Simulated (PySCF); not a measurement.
Ionisation of oxazole

Parent: oxazole, `c1cocn1` (C3H3NO). Atom numbers as in the mapped SMILES `[cH:1]1[cH:2][o:3][cH:4][n:5]1`. These are map numbers, not IUPAC locants.

These are calculated values, ωB97X-D3(BJ)/ma-def2-TZVP in PySCF (grid level 2) at geometries from PBE0-D3(BJ)/def2-SVP. Thermal corrections: PBE0-D3(BJ)/def2-SVP frequencies, unscaled, ideal gas at 298.15 K and 1 bar, quasi-RRHO entropy.

Frontier levels of the parent: HOMO -9.69 eV, LUMO 1.16 eV.

Oxidation to the radical cation:
```
Vertical ionisation energy (electronic)              : 9.69 eV
Adiabatic ionisation energy (with zero-point energy) : 9.44 eV
Adiabatic, electronic part                           : 9.49 eV
Vertical gap at the product's structure              : 9.17 eV
Inner reorganisation energy (four-point)             : 519 meV
Relaxation of product / of parent                    : 201 / 318 meV
⟨S²⟩ of the product                                  : 0.763
Largest spin populations                             : C2 0.47, C4 0.38, C1 0.29
Largest changes of atomic charge                     : C2 0.24, C1 0.18, C4 0.16, N5 0.10
Distances that move most (Å)                         : C1–C2 1.359 → 1.445; C1–N5 1.379 → 1.326; C2–O3 1.354 → 1.311; C4–N5 1.290 → 1.315
Potential in acetonitrile                            : 6.85 V absolute, 2.31 V against Fc+/Fc computed at 4.54 V (solvation -21 → -269 kJ/mol)
```

Solvents are IEF-PCM continua (electrostatics only, gas-phase structures); absolute potentials refer to an electron at rest in vacuum. Fc+/Fc in acetonitrile, 4.54 V, is ωB97X-D3(BJ)/ma-def2-TZVP on PBE0-D3(BJ)/def2-SVP structures with GFN2-xTB thermal terms. Benchmark calculations put it near 5.0 V in acetonitrile and DMSO, so it is about 0.5 V low, and the value against it can read up to that much too high.

Vertical ionisation energy, Adiabatic ionisation energy: the gap is larger than usual, and may come from another state, site, conformer or species, from an onset or band maximum that doesn't mark the energy named, from the functional or basis, or from an outlying measurement.

Measured values (NIST Chemistry WebBook, evaluated or the median of agreeing entries): vertical ionisation energy 10.15 eV (computed 9.69, difference -0.46); adiabatic ionisation energy 9.90 eV (computed 9.44, difference -0.46).

Run with `OMP_NUM_THREADS=1 python redox_run.py task.json out` on 1 thread of AMD EPYC 9R45 96-Core, a shared host. Structures, frequencies and single points: 2.6 min of wall time.
